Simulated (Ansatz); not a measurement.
C3H4FN (`N=C1CC1F`), charge 0, multiplicity 1.

Q: Give a relaxed structure at PBE0-D4/def2-TZVP (the Gaussian-basis code of Ansatz). (Estimate.)

A: The calculation gave: 
Z-matrix (Å, degrees):
```
C
C 1 1.462
C 1 1.526 2 58.6
H 1 1.086 2 121.7 3 -105.3
H 1 1.087 2 115.6 3 106.9
N 2 1.252 1 144.7 3 -173.9
F 3 1.361 1 118.9 2 109.1
H 3 1.086 1 117.8 2 -110.1
H 6 1.022 2 110.4 1 172.6
```
This is one stationary point; other conformers may exist.
